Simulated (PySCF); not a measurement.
**C3H3 (cyclopropenyl radical): a first try and a second**

Aim: the stability of the SCF solution of C3H3 (cyclopropenyl radical) at UHF/cc-pVDZ-F12 (sfX2C, density fitting with cc-pvqz-jkfit).

The calculation is run with PySCF 2.14.0.

1 further run of the same task is left out (set aside as unsound or not needed).

### 1 The molecule

The species is C3H3 (6 atoms), meant as a doublet with charge 0. As SMILES, `[CH]1C=C1`. The shape is that of a GFN2-xTB optimisation.

Bond lengths: C1–C2 1.466 Å, C1–C3 1.467 Å, C2–C3 1.322 Å, C1–H4 1.078 Å, C2–H5 1.063 Å, C3–H6 1.063 Å. Angles: C1–C2–C3 63.2°, C2–C1–C3 53.6°, C1–C3–C2 63.2°, C1–C2–H5 148.2°, C3–C2–H5 148.5°, C2–C1–H4 128.1°, C3–C1–H4 128.1°, C1–C3–H6 148.2°, C2–C3–H6 148.5°.

### 2 The input as first written

run.py

```python
from pyscf import gto, scf

mol = gto.M(
    atom='''
C     -1.277625    -0.994128    -0.746952
C      1.095795     0.429497    -0.862452
C      0.303339    -0.253091     1.405559
H     -3.153764    -0.348106    -1.208121
H      2.456606     1.392785    -1.984175
H      0.575629    -0.226975     3.396140
''',
    verbose=4,
    symmetry=True,
    basis='cc-pvdz-f12',
    spin=7,
    max_memory=1860,
    unit='bohr',
)

mf = scf.UHF(mol)
mf = mf.sfx2c1e()
mf = mf.density_fit(auxbasis='cc-pvqz-jkfit')
mf.max_cycle = 55
mf.kernel()

etot = mf.e_tot
print('Final energy', etot)
mo_i, mo_e, stable_i, stable_e = mf.stability(internal=True, external=True, return_status=True)
print('stable: internal', stable_i, 'external', stable_e)
```

On the command line:

```
$ OMP_NUM_THREADS=1 python run.py
```

Log:

```text
PySCF version 2.14.0

[... 64 lines left out ...]
[... the frontier-level lines of each cycle are left out ...]
[... 17 lines left out ...]
[... 17 lines left out ...]
[... 17 lines left out ...]
[... 17 lines left out ...]
[... 17 lines left out ...]
[... 17 lines left out ...]
[... 17 lines left out ...]
[... 5 lines left out ...]

cycle= 25 E= -114.474809116603  delta_E= -7.18e-10  |g|= 3.59e-06  |ddm|= 0.00401


Extra cycle  E= -114.474809116655  delta_E= -5.27e-11  |g|= 2.87e-06  |ddm|= 0.000105
converged SCF energy = -114.474809116655  <S^2> = 15.770398  2S+1 = 8.0050979
Final energy -114.47480911665525
uhf_internal: lowest eigs of H = [0.01168358 0.03226204 0.06160848]
<class 'pyscf.df.df_jk.DFsfX2C1eUHF'> wavefunction is stable in the internal stability analysis
uhf_real2complex: lowest eigs of H = [0.01773031 0.02317294 0.03270377]
<class 'pyscf.df.df_jk.DFsfX2C1eUHF'> wavefunction is stable in the real -> complex stability analysis
uhf_external: lowest eigs of H = [-0.33312206 -0.30556766 -0.27220396]
<class 'pyscf.df.df_jk.DFsfX2C1eUHF'> wavefunction has an UHF/UKS -> GHF/GKS instability
stable: internal True external False
```

It took 67 s on 1 thread of Arm Neoverse V2, shared host; peak memory 0.2 GiB.

### 3 What went wrong

It ran to the end. The result can't be trusted all the same.

Cause: the spin state typed doesn't suit the molecule. The sound input differs in these keys, not all of which need be the cause: solver DIIS+newton in place of DIIS; multiplicity 2 in place of 8.

### 4 Second attempt

job.py

```python
from pyscf import gto, scf

molecule = gto.M(
    atom='''
C     -1.277625    -0.994128    -0.746952
C      1.095795     0.429497    -0.862452
C      0.303339    -0.253091     1.405559
H     -3.153764    -0.348106    -1.208121
H      2.456606     1.392785    -1.984175
H      0.575629    -0.226975     3.396140
''',
    spin=1,
    verbose=4,
    unit='bohr',
    basis='cc-pvdz-f12',
    symmetry=True,
    max_memory=1860,
)

hf = scf.UHF(molecule)
hf = hf.sfx2c1e()
hf = hf.density_fit(auxbasis='cc-pvqz-jkfit')
hf.max_cycle = 100
hf.kernel()
if not hf.converged:
    hf = hf.newton().run(hf.mo_coeff, hf.mo_occ)

etot = hf.e_tot
print(f'total energy: {etot:.8f} hartree')
mo_i, mo_e, stable_i, stable_e = hf.stability(internal=True, external=True, return_status=True)
print('stable: internal', stable_i, 'external', stable_e)
```

On the command line:

```
$ OMP_NUM_THREADS=1 python job.py
```

Log:

```text
PySCF version 2.14.0

[... 129 lines left out ...]
converged SCF energy = -115.270936758575  <S^2> = 0.76193457  2S+1 = 2.0118992
total energy: -115.27093676 hartree
[... 6 lines left out ...]
stable: internal True external True
```

Wall time 79 s (1 thread of Arm Neoverse V2, shared host); peak memory 0.2 GiB.

### 5 Outcome

Level: UHF/cc-pVDZ-F12 (sfX2C, density fitting with cc-pvqz-jkfit).

```
                          quantity          value
                      total energy  -115.27094 Eh
                     dipole moment         1.37 D
HOMO energy (highest over α and β)       -7.82 eV
 LUMO energy (lowest over α and β)        1.55 eV
                              ⟨S²⟩          0.762
```
